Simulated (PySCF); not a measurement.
Metal hydrosulfide, HNaS.
Geometry (PBE0-D3(BJ)/def2-SVP, Å), atoms numbered from 1 in this order:
```xyz
3
HNaS angstrom
Na     1.727   -0.280   -0.002
S     -0.548    0.689   -0.025
H     -1.172   -0.511   -0.019
```

All values: PBE0/pcSseg-1 and B3LYP/def2-SVPD (PySCF, non-relativistic), on one gas-phase PBE0-D3(BJ)/def2-SVP geometry that isn't relaxed in the solvent. The solvent is an IEF-PCM continuum (van der Waals radii × 1.2). Only the electrostatic response of the medium enters.

Gas phase at PBE0/pcSseg-1: HOMO -5.09 eV, LUMO -1.62 eV, dipole 8.52 D.

Task: What does the continuum do to the energy, the frontier levels and the dipole at PBE0/pcSseg-1 in chloroform and tetrahydrofuran?

Result: 
```json
{"solvent": "chloroform", "ε": "4.711", "E(solvent) − E(gas) (kcal/mol)": "-13.40", "polarisation term (kcal/mol)": "-15.39", "distortion of the solute (kcal/mol)": "1.99", "HOMO (eV)": "-5.79", "LUMO (eV)": "-0.95", "dipole (D)": "9.88"}
{"solvent": "tetrahydrofuran", "ε": "7.426", "E(solvent) − E(gas) (kcal/mol)": "-15.36", "polarisation term (kcal/mol)": "-17.88", "distortion of the solute (kcal/mol)": "2.52", "HOMO (eV)": "-5.90", "LUMO (eV)": "-0.86", "dipole (D)": "10.03"}
```

The polarisation term is half the interaction of the solute with the surface charges that it induces; the rest is the cost of distorting the solute's density. The sum is the electrostatic part of solvation alone. From chloroform to tetrahydrofuran the lowering changes by a factor 1.15, Onsager's factor (ε − 1)/(2ε + 1) by 1.14 and ε itself by 1.6.

Task: Which radius a makes the point-dipole formula ΔE = −[(ε − 1)/(2ε + 1)]·μ²/a³ give the value in tetrahydrofuran, with the gas-phase dipole?

Result: μ = 3.352 au and |ΔE| = 0.02447 Eh give a = 3.02 Å; the farthest nucleus lies 1.74 Å from the centroid of the nuclei. The formula assumes a rigid point dipole at the centre of a sphere.

Task: Which IAO charges (PBE0/pcSseg-1) respond most in chloroform (means over atoms taken as equivalent)?

Result: 
| atoms | environment | gas (e) | solvent (e) | change |
| --- | --- | --- | --- | --- |
| S2 | sulfur bonded to Na and H | -0.826 | -0.907 | -0.081 |
| Na1 | sodium bonded to S | +0.764 | +0.835 | +0.071 |
| H3 | S–H hydrogen | +0.062 | +0.072 | +0.010 |

Task: Which Mayer bond orders change most in chloroform?

Result: 
| bond | length (Å) | gas | solvent | change |
| --- | --- | --- | --- | --- |
| Na1–S2 | 2.473 | 0.595 | 0.396 | -0.199 |
| S2–H3 | 1.352 | 0.942 | 0.944 | +0.002 |

Gas phase at B3LYP/def2-SVPD: HOMO -5.08 eV, LUMO -1.93 eV, dipole 8.27 D.

Task: What does the continuum do to the energy, the frontier levels and the dipole at B3LYP/def2-SVPD in chloroform and tetrahydrofuran?

Result: 
```csv
solvent,ε,E(solvent) − E(gas) (kcal/mol),polarisation term (kcal/mol),distortion of the solute (kcal/mol),HOMO (eV),LUMO (eV),dipole (D)
chloroform,4.711,-12.06,-14.00,1.94,-5.74,-1.23,9.74
tetrahydrofuran,7.426,-13.85,-16.34,2.49,-5.85,-1.15,9.93
```

Task: How does the static polarisability (B3LYP/def2-SVPD, frozen core, with the continuum's full static response) change?

Result: 
```tsv
medium	isotropic (au)	principal values (au)	⟨r²⟩ of the electrons (bohr²)
gas	52.8	39.7, 48.1, 70.7	194.9
chloroform	53.8	44.9, 54.7, 61.8	194.4
tetrahydrofuran	54.7	46.2, 56.6, 61.4	194.4
```

The isotropic value in tetrahydrofuran is 1.04 times the gas-phase one; no cavity-field correction is applied. ⟨r²⟩ is taken about the centre of nuclear charge.

On an Intel Xeon at 2.50 GHz with one thread, shared host with 64 logical CPUs at a one-minute load of 24, this took 2.4 s of wall time and 0.28 GiB of memory at its peak. This is the whole shielding run at PBE0/pcSseg-1 in tetrahydrofuran, SCF included.
